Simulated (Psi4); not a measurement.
# H3NS (Thiohydroxylamine): PBE-D3(BJ)/def2-SVP (density fitting)

Wanted: a short trajectory of H3NS (Thiohydroxylamine). Input form: an ASE script.

The calculation is run with Psi4 1.11.

**1. The system as given**

The species is H3NS (5 atoms), typed as a singlet with charge 0. SMILES: `NS`. The coordinates come from a GFN2-xTB relaxation. The run starts from this shape.

Bond lengths: N1–S2 1.719 Å, N1–H3 1.015 Å, N1–H4 1.015 Å, S2–H5 1.338 Å. Angles: N1–S2–H5 95.5°, S2–N1–H3 109.8°, S2–N1–H4 109.7°, H3–N1–H4 108.9°.

**2. Molecular dynamics at PBE-D3(BJ)/def2-SVP (density fitting)**

run_ase.py

```python
import numpy as np
from ase.calculators.psi4 import Psi4
from ase import Atoms
from ase import units
from ase.md.velocitydistribution import MaxwellBoltzmannDistribution, Stationary
from ase.md.verlet import VelocityVerlet

mol = Atoms(['N', 'S', 'H', 'H', 'H'], positions=[
    [-0.162760, -0.507400, -0.231700],
    [0.168270, 0.954370, 0.610330],
    [0.015040, -1.300690, 0.375430],
    [-1.135990, -0.524720, -0.519210],
    [1.115440, 1.378440, -0.234860],
])
calc = Psi4(atoms=mol, method='pbe-d3bj', basis='def2-SVP', memory='1600MB', num_threads=1, charge=0, multiplicity=1, label='h3ns', reference='rks')
mol.calc = calc

MaxwellBoltzmannDistribution(mol, temperature_K=600.0, rng=np.random.default_rng(900))
Stationary(mol)
dyn = VelocityVerlet(mol, 0.5 * units.fs)
def show():
    ep, ek = mol.get_potential_energy(), mol.get_kinetic_energy()
    print(f'step {dyn.nsteps:3d}  Epot {ep:14.6f}  Ekin {ek:9.6f}  Etot {ep + ek:14.6f} eV  T {mol.get_temperature():7.1f} K')
dyn.attach(show)
dyn.run(40)
```

On the command line:

```
$ python run_ase.py
```

**Question.** What will come out? Wanted: potential energy of the last frame.

Computed results:

Level: PBE-D3(BJ)/def2-SVP (density fitting).

| quantity | value |
| --- | --- |
| potential energy of the last frame | -454.31048 Eh |
